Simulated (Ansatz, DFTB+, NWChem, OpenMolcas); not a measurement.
# Strength of the O–C bond: C3H6O2 → C2H3O + CH3O

Species: C3H6O2 (methyl acetate) `COC(C)=O`, singlet; C2H3O (acetyl radical) `C[C]=O`, doublet; CH3O `C[O]`, doublet. 

Shapes, held fixed at every level: PBE0-D4/def2-TZVP. Flexible molecules stand in one conformer, not always the lowest. Programs: Ansatz 0.2.0, DFTB+ 25.1, NWChem 7.3.0, OpenMolcas 26.06. A level may come from different programs for different species; with the same settings they agree closely. The zero-point and thermal change to 298 K, harmonic and unscaled (PBE0-D4/def2-TZVP), is -22.3 kJ/mol.

```tsv
level	kind	ΔH(298 K) (kJ/mol)	less CCSD(T)/CBS estimate
DFTB2	semi-empirical	+400.6	-22.2
HF/def2-SVP	Hartree–Fock	+296.5	-126.3
SPW92/def2-TZVPP	LDA	+486.8	+64.0
B3LYP/6-31G* (spherical functions)	global hybrid	+394.8	-28.0
B3LYP-D4/def2-TZVPP	global hybrid	+389.1	-33.7
BHLYP-D4/def2-TZVPP	global hybrid	+382.6	-40.2
wB97X-V/def2-TZVPP	range-separated hybrid	+409.8	-13.0
CCSD(T)/CBS estimate	coupled cluster or CI	+422.8	0.0
```

The highest level, CCSD(T)/CBS estimate, gives ΔH(298 K) = +422.8 kJ/mol; the levels span +296.5 to +486.8. The column of differences is taken from that level and isn't an error. Hartree–Fock misses the correlation of the pair that is broken and comes out low. No measured value is set beside it here. Open shells run unrestricted. The CBS estimate extrapolates MP2 from def2-TZVPP and def2-QZVPP and adds CCSD(T) − MP2 in the triple-zeta set, cores frozen.
